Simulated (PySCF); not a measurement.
2-butanone, C4H8O.
Bonds: C1–C2, C2–C3, C3–C4, C3–O5 (double). Hydrogens: H6, H7, H8 on C1; H9, H10 on C2; H11, H12, H13 on C4.

Level of theory: PySCF, TDDFT PBE0/def2-SVPD, vertical, gas phase, core orbitals frozen in the response. Geometry: PBE0-D3(BJ)/def2-SVP, one conformer, isolated molecule. Torsions of this conformer, `[CH3:1][CH2:2][C:3]([CH3:4])=[O:5]`: C1–C2–C3–C4 170°.

```tsv
state	E (eV)	λ (nm)	f	main configurations (H = HOMO, L = LUMO)
S1	4.51	275.0	0.0000	H→L (98%)
S2	6.65	186.4	0.018	H→L+1 (98%)
S3	7.54	164.5	0.0059	H→L+2 (96%)
S4	7.99	155.2	0.018	H→L+3 (93%)
S5	8.19	151.5	0.036	H-1→L (67%), H-2→L (22%)
S6	8.22	150.8	0.0034	H-3→L (45%), H-2→L (20%), H-4→L (13%)
```

The lowest singlet lies at 4.51 eV (275 nm, ultraviolet) and is dark (f under 0.0005); its leading configuration is HOMO→LUMO (98%). The strongest level in the table is S5 at 8.19 eV (151 nm, f = 0.036). S1 has the pattern of n→π* at C=O. Weighted by f, the mean energy of these states is 7.75 eV. Of the 6 states listed, 3 reach f = 0.01 and 1 stays under 0.0005. The listed states span 3.71 eV, and the widest gap between neighbours is 2.14 eV (S1 to S2). Singlets were solved by full linear response.

Hardware: one thread, Intel Xeon 6975P-C (x86_64), no GPU, shared host. Cost: 18 s wall, 0.73 GiB resident at most.
